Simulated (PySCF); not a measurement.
## Shapes and spin states of ClF₃

All numbers come from PySCF, B3LYP, basis Cl def2-TZVP, F def2-TZVP (no relativity, density fitting).

Relaxations began from a few typed shapes and spin states; open shells are unrestricted. The search is not exhaustive: other isomers or separated fragments can lie lower, and high-lying points may rest on an excited occupation.

```tsv
spin	group	bonds	angles	imaginary modes (cm⁻¹)	ΔE (kJ/mol)	ΔE with ZPE (kJ/mol)
singlet	C2v	Cl–F 1.617 Å, Cl–F 1.720 Å (×2)	F–Cl–F 87.9° (×2), F–Cl–F 175.7°	none	0.0	0.0
triplet	Cs	Cl–F 1.703 Å (×2), Cl–F 2.126 Å	F–Cl–F 93.3° (×2), F–Cl–F 155.3°	none	144.6	138.9
triplet	C2v	Cl–F 1.701 Å (×2), Cl–F 2.091 Å	F–Cl–F 90.5° (×2), F–Cl–F 178.9°	245i	154.1	–
```

The lowest minimum found is the singlet C2v: Cl–F 1.617 Å, Cl–F 1.720 Å (×2); F–Cl–F 87.9° (×2), F–Cl–F 175.7°.

Counting electrons, chlorine keeps 4 of its valence electrons outside its bonds, so the VSEPR class is AX3E2 and the expected shape is T-shaped (C2v), as computed.
